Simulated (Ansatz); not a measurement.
Reaction (SMILES): F[SiH2]F + 2 [H][H] (H2) → 2 F (HF) + [SiH4] (SiH4)
B3LYP-D3(BJ)/def2-TZVP geometries, fixed; electronic energies without zero-point terms.

Energies in hartree at MP2 with Ansatz (a first-principles code); the energy of full hydrogenation is their sum with the coefficients shown, times 627.509 kcal/mol a hartree. All functions are spherical. Cores are frozen. No added dispersion term, no relativity.

```json
[
 {"species": "F[SiH2]F", "coefficient": "-1", "part": "Hartree-Fock", "cc-pV(D+d)Z": "-489.10420", "cc-pV(T+d)Z": "-489.20547", "cc-pV(Q+d)Z": "-489.22975"},
 {"species": "F[SiH2]F", "coefficient": "-1", "part": "correlation", "cc-pV(D+d)Z": "-0.47380", "cc-pV(T+d)Z": "-0.62712", "cc-pV(Q+d)Z": "-0.68465"},
 {"species": "[H][H] (H2)", "coefficient": "-2", "part": "Hartree-Fock", "cc-pV(D+d)Z": "-1.12874", "cc-pV(T+d)Z": "-1.13293", "cc-pV(Q+d)Z": "-1.13342"},
 {"species": "[H][H] (H2)", "coefficient": "-2", "part": "correlation", "cc-pV(D+d)Z": "-0.02641", "cc-pV(T+d)Z": "-0.03169", "cc-pV(Q+d)Z": "-0.03312"},
 {"species": "F (HF)", "coefficient": "+2", "part": "Hartree-Fock", "cc-pV(D+d)Z": "-100.01907", "cc-pV(T+d)Z": "-100.05760", "cc-pV(Q+d)Z": "-100.06726"},
 {"species": "F (HF)", "coefficient": "+2", "part": "correlation", "cc-pV(D+d)Z": "-0.20195", "cc-pV(T+d)Z": "-0.27214", "cc-pV(Q+d)Z": "-0.29788"},
 {"species": "[SiH4] (SiH4)", "coefficient": "+1", "part": "Hartree-Fock", "cc-pV(D+d)Z": "-291.25001", "cc-pV(T+d)Z": "-291.26356", "cc-pV(Q+d)Z": "-291.26757"},
 {"species": "[SiH4] (SiH4)", "coefficient": "+1", "part": "correlation", "cc-pV(D+d)Z": "-0.11620", "cc-pV(T+d)Z": "-0.14301", "cc-pV(Q+d)Z": "-0.15283"}
]
```

Predict the energy of full hydrogenation in cc-pV(5+d)Z (X = 5): let each Hartree-Fock step shrink by the ratio of the last two, and fit each correlation energy at X = 3 and 4 to E + A/X^3. Compare with the run.


- F[SiH2]F: steps -0.10127 and -0.02428, ratio 0.240, so Hartree-Fock -489.23558 (run: -489.23505); A = (-0.62712 - (-0.68465))/(1/27 - 1/64) = 2.6868, correlation -0.68465 - A/64 + A/125 = -0.70514 (run: -0.70895).
- [H][H] (H2): steps -0.00419 and -0.00049, ratio 0.117, so Hartree-Fock -1.13348 (run: -1.13357); A = (-0.03169 - (-0.03312))/(1/27 - 1/64) = 0.0668, correlation -0.03312 - A/64 + A/125 = -0.03363 (run: -0.03367).
- F (HF): steps -0.03853 and -0.00966, ratio 0.251, so Hartree-Fock -100.06968 (run: -100.07000); A = (-0.27214 - (-0.29788))/(1/27 - 1/64) = 1.2021, correlation -0.29788 - A/64 + A/125 = -0.30705 (run: -0.30868).
- [SiH4] (SiH4): steps -0.01355 and -0.00401, ratio 0.296, so Hartree-Fock -291.26876 (run: -291.26831); A = (-0.14301 - (-0.15283))/(1/27 - 1/64) = 0.4586, correlation -0.15283 - A/64 + A/125 = -0.15633 (run: -0.15652).
Predicted 60.49 kcal/mol; the run in cc-pV(5+d)Z gives 60.42, a miss of 0.06. Keeping the value in cc-pV(Q+d)Z, 60.74, would miss by 0.32. All sums are of the energies as printed.
